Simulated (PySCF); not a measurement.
# ClFH3Si: the cost of one run

Programs: PySCF 2.14.0. All values are calculated, for the isolated system unless a continuum is named. Atoms count from 0, parts from 1.

## 1. Starting point

6 atoms, charge -1, multiplicity 1; geometry: GFN2-xTB. Parts: 1 = atoms 0–4, `[SiH3]Cl`, charge 0; 2 = atom 5, `[F-]`, charge -1. In the given geometry Si0 and F5 of different parts are bonded (1.71 Å), so values for the parts refer to these atom groups.

## 2. Geometry optimisation at PBE0-D3(BJ)/def2-SVPD

Job settings and geometry (Å):

```
{"job": {"xc": "PBE0", "basis": "def2-SVPD", "d3": "d3bj", "grid": 2, "kind": "geom", "shake": 0.01}, "charge": -1, "multiplicity": 1, "parts": [{"atoms": "0-4", "charge": 0, "multiplicity": 1}, {"atoms": "5-5", "charge": -1, "multiplicity": 1}]}
Si    -0.573730    -0.330434    -0.277322
Cl     1.616140     0.327189     0.368417
H     -0.936849    -0.294300     1.133066
H      0.053152    -1.487646    -0.875752
H     -0.632480     0.935638    -1.049318
F     -2.165441    -0.750404    -0.745461
```

Command:

```sh
OMP_NUM_THREADS=1 python cluster_run.py task.json out
```

The driver reads the jobs from task.json and runs them one after another.

Q: Estimate the wall time and peak memory of this first job on 1 thread of Intel Xeon 6975P-C, shared host.

About 13 s, with a peak of 0.43 GiB.
